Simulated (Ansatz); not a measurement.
# O–CH2, triplet: the ladder up to UCCSDT(Q)

Geometry: displaced at random from a stationary point.

```xyz
4

O     0.0006    0.0057    0.6509
C    -0.0002   -0.0105   -0.6647
H     0.0478   -0.9079   -1.2201
H    -0.0550    0.9427   -1.1903
```

Basis cc-pVDZ; Ansatz 0.2.0. Only valence electrons are correlated (noble-gas cores frozen), which leaves 12 electrons in 36 orbitals. R marks a restricted (for open shells ROHF) determinant, U an unrestricted one. Active spaces: valence = (12e, 10o) chosen from the atoms' valence shells.

Full CI isn't at hand for all of this; UCCSDT(Q) serves as the reference, and is uncertain by the last step of the cluster series or more. The frozen core follows each run's orbitals, which can shift R against U totals by a few meV.

For open shells CISD is restricted-active-space CI with the open shells as a complete middle space.

* UHF ⟨S²⟩: 2.014
* T1 diagnostic (RCCSD): 0.0309
* largest doubles amplitude (RCCSD): 0.048
* T1 diagnostic (UCCSD): 0.0264

```json
{"level": "UHF", "E − E(RHF) (eV)": "-0.2323"}
{"level": "RMP2", "E − E(RHF) (eV)": "-7.3496"}
{"level": "UMP2", "E − E(RHF) (eV)": "-7.3258"}
{"level": "RCCSD", "E − E(RHF) (eV)": "-8.1603"}
{"level": "UCCSD", "E − E(RHF) (eV)": "-8.1655"}
{"level": "RCCSD(T)", "E − E(RHF) (eV)": "-8.3456"}
{"level": "UCCSD(T)", "E − E(RHF) (eV)": "-8.3459"}
```

Estimate how far UCCSDT(Q) in cc-pVDZ lies from RCCSD(T). The table doesn't fix it; the size of (T) and the diagnostics are the guide.

UCCSDT(Q) in cc-pVDZ lies 0.84 kcal/mol below RCCSD(T), which is 20 % of the (T) step (-4.27 kcal/mol). T1 is raised, but (T) still catches most of what CCSD lacks.

The other levels:

| level | E − E(UCCSDT(Q)) (kcal/mol) | share of correlation (%) | wall time |
| --- | --- | --- | --- |
| CISD | 17.57 | 90.91 | 2.2 s |
| BCCD(T) | 0.81 | 99.58 | 1.5 s |
| RCCSDT | 0.35 | 99.82 | – |
| UCCSDT | 0.32 | 99.83 | – |
| RCCSDT(Q) | 0.05 | 99.97 | 41 s |
| CASSCF (valence space) | 143.98 | 25.51 | – |
| NEVPT2 (valence space) | 25.22 | 86.95 | 3.9 s |
| MRCISD (valence space) | 9.41 | 95.13 | – |
| MRCISD+Q (valence space) | 1.22 | 99.37 | 11 s |

The correlation energy at UCCSDT(Q), counted from RHF, is -8.382 eV. That run took 36 s on 1 thread of Arm Neoverse V1, shared host.

Times hold each run's SCF and search for its determinant on a shared host, so for small cases they say little of a method's own cost; they ran on 1 thread of Arm Neoverse V1. Some runs computed forces too.

Natural occupations of CASSCF (valence space) about the gap: 1.983 1.974 1.972 1.012 1.006 0.030 0.020 0.018; effectively unpaired electrons, Σ n²(2−n)², 2.01.
